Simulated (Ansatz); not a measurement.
Results of LDA in Ansatz (PAW) for hcp Y.

Settings: plane-wave cutoff 520 eV, 16×16×10 k mesh (along the axes of the cell as run), Fermi–Dirac smearing 0.1 eV, perturbation theory, force constants from a 4×4×2 q mesh, scalar-relativistic PAW data made under PBE.

Computed at the level's own relaxed cell. Harmonic vibrational thermodynamics at fixed volume:

```json
[
 {"T (K)": "100", "S_vib (J/K per mol of atoms)": "18.22", "C_V (J/K per mol of atoms)": "20.49", "F_vib (eV/atom)": "0.0121"},
 {"T (K)": "300", "S_vib (J/K per mol of atoms)": "43.51", "C_V (J/K per mol of atoms)": "24.38", "F_vib (eV/atom)": "-0.0560"},
 {"T (K)": "500", "S_vib (J/K per mol of atoms)": "56.07", "C_V (J/K per mol of atoms)": "24.74", "F_vib (eV/atom)": "-0.1602"},
 {"T (K)": "600", "S_vib (J/K per mol of atoms)": "60.59", "C_V (J/K per mol of atoms)": "24.80", "F_vib (eV/atom)": "-0.2208"},
 {"T (K)": "700", "S_vib (J/K per mol of atoms)": "64.41", "C_V (J/K per mol of atoms)": "24.84", "F_vib (eV/atom)": "-0.2856"},
 {"T (K)": "800", "S_vib (J/K per mol of atoms)": "67.73", "C_V (J/K per mol of atoms)": "24.86", "F_vib (eV/atom)": "-0.3541"},
 {"T (K)": "900", "S_vib (J/K per mol of atoms)": "70.66", "C_V (J/K per mol of atoms)": "24.88", "F_vib (eV/atom)": "-0.4259"}
]
```

The crystal is taken as a harmonic solid at every temperature: melting, phase changes and thermal expansion are not seen, nor the electrons' share in a metal.

Ansatz is an electronic-structure program.
